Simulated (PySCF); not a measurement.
Complexes of dinitrogen

Gas-phase complexes of dinitrogen, each in one structure from a short search with a few starts, optimised by PBE0-D3(BJ)/def2-SVPD or PBE0-D3(BJ)/def2-TZVPD; other ways of binding may lie lower. Energies in kcal/mol, CCSD(T) at its estimated basis limit, counterpoise-corrected (PySCF): interaction is complex less parts frozen as they stand in it. Contacts are written partner···dinitrogen; electrostatic, Pauli and orbital are terms of the uncorrected MP2 energy, whose rest is dispersion or correlation. The CCSD(T) estimate is Hartree-Fock/aug-cc-pVQZ, plus the MP2 correlation part extrapolated as X⁻³ from aug-cc-pVTZ and aug-cc-pVQZ, plus CCSD(T) less MP2 in aug-cc-pVDZ; noble-gas cores are frozen. It isn't the exact limit.

6 other partners are left out, for which the search missed the form known or expected to bind best.

Frequency runs check only 3 of the 4 structures; these show no clear imaginary mode. 3 further partners within 0.25 kcal/mol of a listed one are not ranked.

Problem. Order these partners of dinitrogen by interaction energy, strongest first: boron trichloride, fluorosilane, alane, phosphorus trifluoride.

Solution. alane (-6.5), boron trichloride (-1.3), fluorosilane (-0.9), phosphorus trifluoride (-0.5).
```tsv
partner	contact	distance (Å)	interaction	electrostatic	Pauli	orbital
alane	Al···N	2.21	-6.5	-15.4	26.5	-12.9
boron trichloride	B···N	3.23	-1.3	-1.1	1.8	-0.3
fluorosilane	Si···N	3.53	-0.9	-0.7	1.0	-0.2
phosphorus trifluoride	P···N	3.54	-0.5	-0.4	1.2	-0.2
```
